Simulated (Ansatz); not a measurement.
# N₂ (singlet): the correlation ladder, cc-pVTZ

The task here is to estimate one member of a computed series from the others.

Computed with Ansatz 0.2.0, Gaussian basis. Level: cc-pVTZ, core rule «outside noble gas», up to 2 orbitals frozen.

To be run: UHF; CCSD(T) on RHF; BCCD(T) on RHF; CISD; CCSDT(Q) on RHF; CASSCF and MRCISD+Q, 10 electrons in 8 orbitals; CASSCF and NEVPT2, 10 electrons in 8 orbitals.

3 further runs of the same task are left out: 1 for a mislabelled method, 1 that didn't finish, 1 set aside as unsound or not needed.

### The system

The geometry is a PBE0/def2-TZVP stationary point (not a proven minimum).

2 atoms, charge 0, spin multiplicity 1.

Atoms are counted from 1 here; the program's logs count them from 0.

Bond lengths: N1–N2 1.089 Å.

As a file:

```xyz
2
N2
N     0.0000    0.0000    0.0000
N     0.0000    0.0000    1.0895
```

The first run:

The input, in.yaml:

```yaml
crystal:
  periodic: [false, false, false]
  atoms:
    - {symbol: N, position_ang: [0.000000, 0.000000, 0.000000]}
    - {symbol: N, position_ang: [0.000000, 0.000000, 1.089486]}
basis:
  gaussian: {orbitals: cc-pVTZ}
magnetization: {spin_polarized: true, initial_magnetization: 0}
hamiltonian: {xc: hf}
output: {orbitals: {seedname: orbitals}}
```

Started as:

```console
> ansatz run in.yaml --threads 1 --pin off --events-out ev --progress --plain --max-ram 2176MiB
```

Among the steps run: UHF; CCSD(T) on RHF; BCCD(T) on RHF; CISD; CCSDT(Q) on RHF; CASSCF and MRCISD+Q, 10 electrons in 8 orbitals; CASSCF and NEVPT2, 10 electrons in 8 orbitals.

One table of the session follows, with a row left open; its other results are not shown here.

| method | from RCCSDT(Q) (kcal/mol) |
| --- | --- |
| RHF | +244.71 |
| RMP2 | ? |
| CISD | +28.33 |
| RCCSD | +12.32 |
| RCCSD(T) | +0.92 |
| BCCD(T) | +0.88 |
| RCCSDT | +1.08 |
| RCCSDT(Q) | 0 |
| CASSCF valence | +153.05 |
| NEVPT2 valence | +25.57 |
| MRCISD valence | +9.01 |
| MRCISD+Q valence | +1.00 |

**Question.** Estimate the row for RMP2.

**Answer.** from RCCSDT(Q) (kcal/mol): +11.62. In the column «from RCCSDT(Q) (kcal/mol)» it lies between MRCISD valence (+9.01) and RCCSD (+12.32).

With the free atoms at the same levels and basis (separate runs), the atomisation energy is 9.380 eV at RCCSDT(Q), 9.360 eV at RCCSD(T), 4.993 eV at RHF.
